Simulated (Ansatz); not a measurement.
bcc Li was calculated with r²SCAN (plane waves, PAW; Ansatz, a quantum-chemistry and plane-wave program).

Settings: plane-wave cutoff 600 eV, 26×26×26 k mesh, Fermi–Dirac smearing 0.088 eV (set by the program), scalar-relativistic PAW data made under PBE.

Computed at the level's own relaxed cell.

Problem. What does this level give for the Poisson ratio, elastic constant C12, Voigt–Reuss–Hill bulk modulus, Young modulus, polycrystal shear modulus (Hill average), elastic constant C11 and elastic constant C44?

Solution. 
- Poisson ratio = 0.330
- elastic constant C12 = 12.2 GPa
- Voigt–Reuss–Hill bulk modulus = 13.0 GPa
- Young modulus = 13.3 GPa
- polycrystal shear modulus (Hill average) = 5.01 GPa
- elastic constant C11 = 14.7 GPa
- elastic constant C44 = 11.3 GPa

Measured, for comparison: elastic constant C12 11.3 GPa (temperature not stated, not corrected to a static lattice, our sources range from 11.3 to 12.5; as tabulated in Mechanics & Industry (2023), article mi220138, Table 3); elastic constant C11 14.7 GPa (temperature not stated, not corrected to a static lattice, our sources range from 13.4 to 14.7; as tabulated in arXiv:1601.06701); elastic constant C44 9.6 GPa (temperature not stated, not corrected to a static lattice, our sources range from 9.60 to 10.7; as tabulated in Mechanics & Industry (2023), article mi220138, Table 3). Computed (rounded) less measured: elastic constant C12 not scored (sources differ), elastic constant C11 0.0 % (0.0 % to +10 % over the range), elastic constant C44 not scored (sources differ).

Elastic constants are with the ions relaxed.

Static lattice: no zero-point or thermal effects.
